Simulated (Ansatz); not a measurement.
Process, species as SMILES: [SiH4] (SiH4) → [SiH3] (SiH3) + H atom
B3LYP-D3(BJ)/def2-TZVP geometries, fixed; electronic energies without zero-point terms.

Basis-set convergence of the bond dissociation energy at HF with Ansatz (a program for electronic structure). Cartesian d functions, on some or all atoms, in 6-31G*, 6-31+G*, 6-31G**; all else is spherical. Open shells are unrestricted. No added dispersion term, no relativity. Functions are those of the species that has most. Reference: the value in pcseg-4, 76.27 kcal/mol, itself unsure by roughly 0.06 kcal/mol (its mean distance from aug-pcseg-3, aug-cc-pV(Q+d)Z, cc-pV(5+d)Z). Deviations are taken from unrounded values.

| basis | functions | bond dissociation energy (kcal/mol) | minus reference (kcal/mol) |
|---|---|---|---|
| STO-3G | 13 | 107.81 | 31.53 |
| 6-31G | 21 | 68.22 | -8.05 |
| pcseg-0 | 21 | 65.96 | -10.31 |
| 6-31G* | 27 | 75.80 | -0.47 |
| 6-31+G* | 31 | 75.87 | -0.40 |
| def2-SVP | 38 | 75.68 | -0.59 |
| pcseg-1 | 38 | 76.61 | 0.34 |
| 6-31G** | 39 | 76.59 | 0.32 |
| cc-pV(D+d)Z | 43 | 75.59 | -0.68 |
| def2-TZVP | 61 | 76.07 | -0.20 |
| 6-311++G(2d,2p) | 75 | 75.84 | -0.43 |
| def2-TZVPD | 79 | 76.01 | -0.26 |
| pcseg-2 | 90 | 76.90 | 0.63 |
| jun-cc-pV(T+d)Z | 104 | 75.99 | -0.28 |
| 6-311++G(3df,3pd) | 119 | 76.08 | -0.19 |
| aug-cc-pV(T+d)Z | 147 | 75.99 | -0.28 |
| cc-pV(5+d)Z | 320 | 76.22 | -0.05 |
| pcseg-4 | 349 | 76.27 | 0.00 |

The smallest set listed that lies within 2 kcal/mol of the reference with all its larger relatives (same family, alike in diffuse functions; a set with none counts only in the reference's own line) is 6-31G* (27 functions, -0.47 kcal/mol off). (Relatives not listed, tested too: 6-311G** -0.11, 6-311+G** -0.23, cc-pV(T+d)Z -0.23, def2-TZVPP -0.16, def2-TZVPPD -0.22, cc-pV(Q+d)Z -0.07, def2-QZVP -0.09, def2-QZVPP -0.09, pcseg-3 0.06, def2-QZVPPD -0.10, aug-cc-pV(Q+d)Z -0.08 kcal/mol.)
